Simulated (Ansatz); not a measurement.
# Si2H4 (built from SMILES [SiH][SiH3]): a saddle search

Does the minimum-mode search get back to a saddle from here?

Program: Ansatz 0.2.0, Gaussian basis. Level of theory: PBE0-D4/def2-SVPD. These are calculated values, not measurements.

## (1) The system as given

The start, a known saddle point with all atoms moved at random by about 0.06 Å a coordinate: 6 atoms, charge 0, spin multiplicity 1.

Atoms are counted from 1 here; the program's logs count them from 0.

Bond lengths: H1–Si4 1.468 Å, Si2–H3 1.455 Å, Si2–Si4 2.227 Å, Si2–H6 1.447 Å, Si4–H5 1.440 Å. Angles: H3–Si2–Si4 117.2°, H3–Si2–H6 106.8°, Si4–Si2–H6 136.0°, H1–Si4–Si2 70.1°, H1–Si4–H5 94.8°, Si2–Si4–H5 88.0°.

Coordinates:

```mol
H4Si2
  3D, bonds by distance, orders not assigned

  6  5  0  0  0  0  0  0  0  0999 V2000
   -1.3267    0.6814   -0.4226 H   0  0
    0.3668   -0.7012   -0.0908 Si  0  0
   -0.0566   -1.6250   -1.1324 H   0  0
   -0.0807    1.4578   -0.4015 Si  0  0
   -0.0617    1.6159    1.0294 H   0  0
    0.9916   -1.4955    0.9444 H   0  0
  1  4  8  0
  2  3  8  0
  2  4  8  0
  2  6  8  0
  4  5  8  0
M  END
```

## (2) The search

run/in.yaml

```yaml
crystal:
  periodic: [false, false, false]
  atoms:
    - {symbol: H, position_ang: [-1.326700, 0.681416, -0.422611]}
    - {symbol: Si, position_ang: [0.366846, -0.701215, -0.090773]}
    - {symbol: H, position_ang: [-0.056586, -1.624983, -1.132398]}
    - {symbol: Si, position_ang: [-0.080699, 1.457810, -0.401543]}
    - {symbol: H, position_ang: [-0.061683, 1.615917, 1.029442]}
    - {symbol: H, position_ang: [0.991636, -1.495466, 0.944427]}
basis:
  gaussian: {orbitals: def2-SVPD}
hamiltonian: {xc: pbe0, dispersion: d4}
saddle:
  f_tol: 0.05
  max_steps: 40
  mode_guess:
    - [-0.3636, 0.5945, -0.3326]
    - [0.0874, -0.2346, 0.1645]
    - [0.0047, -0.1309, 0.0636]
    - [-0.0003, -0.2235, 0.1263]
    - [-0.1021, 0.1731, 0.0744]
    - [0.3739, -0.1787, -0.0961]
```

On the command line:

```bash
ansatz run in.yaml --threads 2 --pin off --events-out ev --progress --plain --max-ram 4352MiB
```

The log of the run:

```text
Functional definition: PBE0
  name "PBE0"
  cite "Adamo & Barone, J. Chem. Phys. 110, 6158 (1999) doi:10.1063/1.478522"
  cite "Perdew, Burke & Ernzerhof, Phys. Rev. Lett. 77, 3865 (1996) doi:10.1103/PhysRevLett.77.3865"
  parent pbe
  parameter a = 0.25
  parameter kappa = 0.804
  parameter beta = 0.06672455060314922
  exchange = (1 - a)*pbe_x(kappa = kappa, mu = beta*pi^2/3) + a*exact_x
  correlation = pbe_c(beta = beta)
799 factors; integrals over basis functions are off by at most 5.2e-4 eV
mean field evaluation 1: about -15805.1928 eV, gradient 1.3e1 eV
mean field evaluation 2: about -15805.2583 eV, gradient 1.2e1 eV
mean field evaluation 4: about -15805.9216 eV, gradient 1.1e0 eV
mean field evaluation 8: about -15805.9276 eV, gradient 6.0e-3 eV
mean field -15805.92761738 eV, -580.8571262962 hartree, gradient 2.2e-5 eV, S^2 0.000000; 0 other end points of the search recorded, 0 dependent functions left out
the calculation of the forces begins
reference -15805.92764691 eV, -580.8571273813 hartree; 16, 16 occupied and 64, 64 virtual orbitals, 799 factors
[... from here to the last solve, the lines of the solves are left out (56 solves) ...]
saddle step   1: F+E_penalty+E_count = -15806.03002528 eV  max|allowed force component| = 1.556e0 eV/Å  curvature = -2.7152 eV/Å²  mode residual = 1.69e0 eV/Å²  Δτ_max = 0.0000 Å  (1 rotations, 3 force calls, 55 SCF iters)  cluster: 3 rotations left out, max|force component along them| = 5.098e-7 eV/Å
saddle step   2: F+E_penalty+E_count = -15806.18594372 eV  max|allowed force component| = 6.533e-1 eV/Å  curvature = -2.1205 eV/Å²  mode residual = 1.02e0 eV/Å²  Δτ_max = 0.0738 Å  (1 rotations, 3 force calls, 53 SCF iters)  cluster: 3 rotations left out, max|force component along them| = 3.115e-7 eV/Å
saddle step   3: F+E_penalty+E_count = -15806.22386792 eV  max|allowed force component| = 1.154e-1 eV/Å  curvature = -1.6960 eV/Å²  mode residual = 4.36e-1 eV/Å²  Δτ_max = 0.0397 Å  (1 rotations, 3 force calls, 54 SCF iters)  cluster: 3 rotations left out, max|force component along them| = 2.077e-8 eV/Å
saddle step   4: F+E_penalty+E_count = -15806.22291795 eV  max|allowed force component| = 5.510e-2 eV/Å  curvature = -1.7039 eV/Å²  mode residual = 2.22e-1 eV/Å²  Δτ_max = 0.0147 Å  (1 rotations, 3 force calls, 54 SCF iters)  cluster: 3 rotations left out, max|force component along them| = 2.529e-7 eV/Å
saddle step   5: F+E_penalty+E_count = -15806.22160365 eV  max|allowed force component| = 7.866e-2 eV/Å  curvature = -1.7040 eV/Å²  mode residual = 1.21e-1 eV/Å²  Δτ_max = 0.0256 Å  (1 rotations, 3 force calls, 54 SCF iters)  cluster: 3 rotations left out, max|force component along them| = 3.131e-7 eV/Å
saddle step   6: F+E_penalty+E_count = -15806.22183144 eV  max|allowed force component| = 2.071e-2 eV/Å  curvature = -1.7291 eV/Å²  mode residual = 6.78e-2 eV/Å²  Δτ_max = 0.0112 Å  (1 rotations, 8 force calls, 127 SCF iters)  cluster: 3 rotations left out, max|force component along them| = 2.385e-7 eV/Å
saddle search: the force at step 7 is within saddle.f_tol, and the search now checks the order of the point unasked, as it does wherever a lone molecule whose rigid rotations it leaves out would converge (saddle.isolated_cluster): at most 100 rotations across the mode and 202 force calls, two more next to a line or behind a second negative curvature, two more where it reads a positive, two for each turn that reads one and six more at each negative that it reads, and up to 22 at one that stands (24 where saddle.amplitude is under 0.005 Å), over each length that the point is read over (saddle.order_check: false declines the check)
saddle search: the rotation starts from a random direction (saddle.seed = 0)
799 factors; integrals over basis functions are off by at most 6.9e-4 eV
mean field -15806.11963583 eV, -580.8641828439 hartree, gradient 9.7e-6 eV, S^2 0.000000; 1 other end points of the search recorded, 0 dependent functions left out
the calculation of the forces begins
reference -15806.11966548 eV, -580.8641839335 hartree; 16, 16 occupied and 64, 64 virtual orbitals, 799 factors
saddle step   7: F+E_penalty+E_count = -15806.22197220 eV  max|allowed force component| = 7.219e-4 eV/Å  curvature = -1.7145 eV/Å² (error put at 0.0005; -1.7149 at half of saddle.amplitude)  mode residual = 4.44e-2 eV/Å²  Δτ_max = 0.0094 Å  (1 rotations, 34 force calls, 478 SCF iters)  order check (unasked): positive, curvature across the mode = +0.3971 eV/Å²; +0.2917 less its residual, +0.2916 less it at half of saddle.amplitude; error put at 0.0001 (26 force calls)  cluster: 3 rotations left out, max|force component along them| = 2.688e-7 eV/Å
Total energy: -15806.22200185 eV, -580.8679447259 hartree
Atom 0 at    -1.366724     0.625990    -0.484423 Å, force     0.000255     0.000193    -0.000011 eV/Å
Atom 1 at     0.357273    -0.675633    -0.122956 Å, force    -0.000158     0.000641    -0.000342 eV/Å
Atom 2 at    -0.079485    -1.674554    -1.151362 Å, force     0.000029     0.000031     0.000187 eV/Å
Atom 3 at    -0.063331     1.490776    -0.399766 Å, force    -0.000162    -0.000722    -0.000055 eV/Å
Atom 4 at    -0.018051     1.649127     1.114040 Å, force     0.000006    -0.000077     0.000137 eV/Å
Atom 5 at     1.003131    -1.482226     0.971010 Å, force     0.000030    -0.000067     0.000085 eV/Å
Dipole moment:     0.109262    -0.348465     0.067128 e Å
```

It took 42 s on 2 threads of Arm Neoverse V2, shared host.

Along the way: (the energy doesn't fall at every step)

| step | energy from step 1 (eV) | largest force component (eV/Å) |
| --- | --- | --- |
| 1 | 0.0000 | 1.5559 |
| 2 | -0.1559 | 0.6533 |
| 3 | -0.1938 | 0.1154 |
| 4 | -0.1929 | 0.0551 |
| 5 | -0.1916 | 0.0787 |
| 6 | -0.1918 | 0.0207 |
| 7 | -0.1919 | 0.0007 |

Distances of close pairs at the start and the end, largest changes first:

| bond | before (Å) | after (Å) | change (Å) |
| --- | --- | --- | --- |
| H1–Si4 | 1.468 | 1.566 | +0.098 |
| Si4–H5 | 1.440 | 1.523 | +0.083 |
| Si2–H6 | 1.447 | 1.505 | +0.058 |
| Si2–H3 | 1.455 | 1.499 | +0.044 |
| Si2–Si4 | 2.227 | 2.224 | -0.003 |

## (3) Outcome

```
                  quantity          value
                     steps              7
             energy change  -4.4 kcal/mol
        last largest force    0.0007 eV/Å
       RMSD from the start        0.066 Å
RMSD from the known saddle        0.027 Å
```

What this shows: It converged in 7 steps at a force tolerance of 0.05 eV/Å. It is back at the known saddle, up to the shift that another level brings.
